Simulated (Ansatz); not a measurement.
A search over several starts for the lowest SCF solution of P₂S₂ at the given spin, in a small basis.

```yaml
crystal:
  periodic: [false, false, false]
  atoms:
    - {symbol: P, position_ang: [0.539541, 1.337662, -0.712621]}
    - {symbol: P, position_ang: [-0.053820, -0.782642, -0.475871]}
    - {symbol: S, position_ang: [-1.346453, 0.971815, 0.053080]}
    - {symbol: S, position_ang: [0.860732, -1.526846, 1.135403]}
basis:
  gaussian: {orbitals: def2-SVP}
hamiltonian: {xc: pbe0, dispersion: d4}
output: {orbitals: {seedname: orbitals}}
```

```sh
$ ansatz run in.yaml --threads 4 --pin off --events-out ev --progress --plain --max-ram 3916MiB
```

Shortened log:

```
Functional definition: PBE0
  name "PBE0"
  cite "Adamo & Barone, J. Chem. Phys. 110, 6158 (1999) doi:10.1063/1.478522"
  cite "Perdew, Burke & Ernzerhof, Phys. Rev. Lett. 77, 3865 (1996) doi:10.1103/PhysRevLett.77.3865"
  parent pbe
  parameter a = 0.25
  parameter kappa = 0.804
  parameter beta = 0.06672455060314922
  exchange = (1 - a)*pbe_x(kappa = kappa, mu = beta*pi^2/3) + a*exact_x
  correlation = pbe_c(beta = beta)
638 factors; integrals over basis functions are off by at most 1.0e-3 eV
mean field evaluation 1: about -40217.8854 eV, gradient 2.5e1 eV
mean field evaluation 2: about -40174.8954 eV, gradient 9.7e1 eV
mean field evaluation 4: about -40219.9220 eV, gradient 1.2e1 eV
mean field evaluation 8: about -40220.4536 eV, gradient 4.0e-1 eV
mean field evaluation 16: about -40220.4545 eV, gradient 9.2e-4 eV
mean field -40220.45448338 eV, -1478.0744398611 hartree, gradient 7.6e-5 eV, S^2 0.000000; 2 other end points of the search recorded, 0 dependent functions left out
reference -40220.45449950 eV, -1478.0744404533 hartree; 31, 31 occupied and 41, 41 virtual orbitals, 638 factors
Total energy: -40220.64261378 eV, -1478.0813535255 hartree
```

It took 0.65 s on 4 threads of AMD EPYC 7R43 on a shared host.

A triplet lies near this restricted singlet, and broken spin symmetry wasn't tried. The structure comes from a short search, and lower isomers may exist.
